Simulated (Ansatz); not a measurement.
# B2GeH, sextet in cc-pVDZ: errors against UCCSDT(Q)

Geometry: that of the B2GeH, quartet, kept fixed. The quartet lies 2.8 eV lower here.

```xyz
4

B     0.0134   -1.0596   -1.3555
Ge    0.0042    0.0462    0.4549
B    -0.0575    0.6170   -1.4835
H     0.1718    1.4195   -2.3301
```

Basis cc-pVDZ; Ansatz 0.2.0. Only valence electrons are correlated (noble-gas cores and the filled d shells of p-block atoms frozen), which leaves 11 electrons in 44 orbitals. Prefix R: restricted or restricted open-shell reference; prefix U: unrestricted. No spin–orbit coupling is included, and no scalar relativity.

Full CI isn't at hand for all of this; UCCSDT(Q) serves as the reference, and is uncertain by about the last step of the cluster series. The frozen core follows each run's orbitals, which can shift R against U totals by a few meV for light atoms and by up to 0.1 eV past Ca.

The UHF ⟨S²⟩ is 8.762, the T1 diagnostic (RCCSD) is 0.0380 and the largest doubles amplitude (RCCSD) is 0.061. The T1 diagnostic (UCCSD) is 0.0339.

```tsv
level	E − E(RHF) (eV)
UHF	-0.1142
UMP2	-4.6912
UCCSD	-5.6698
UCCSD(T)	-5.9063
```

(1) Estimate how far UCCSDT(Q) in cc-pVDZ lies from UCCSD(T). The table doesn't fix it; the size of (T) and the diagnostics are the guide.

(1) UCCSDT(Q) in cc-pVDZ lies 6.3 kJ/mol below UCCSD(T), which is 28 % of the (T) step (-22.8 kJ/mol). T1 is raised, and the rest is a large part of (T). The miss exceeds 1 kcal/mol.

The other levels:

| level | E − E(UCCSDT(Q)) (kJ/mol) | share of correlation (%) | wall time |
| --- | --- | --- | --- |
| UCCSDT | 1.8 | 99.69 | – |

The correlation energy at UCCSDT(Q), counted from RHF, is -5.972 eV. That run took 3.1 min on 1 thread of Intel Xeon, shared host.

Run but not shown, since their state or frozen core can't be matched to the reference's or they repeat it: RHF, RMP2, CISD, RCCSD, RCCSD(T), BCCD(T), RCCSDT, RCCSDT(Q).

Times hold each run's SCF and search for its determinant on a shared host, so for small cases they say little of a method's own cost; they ran on 1 thread of Intel Xeon.
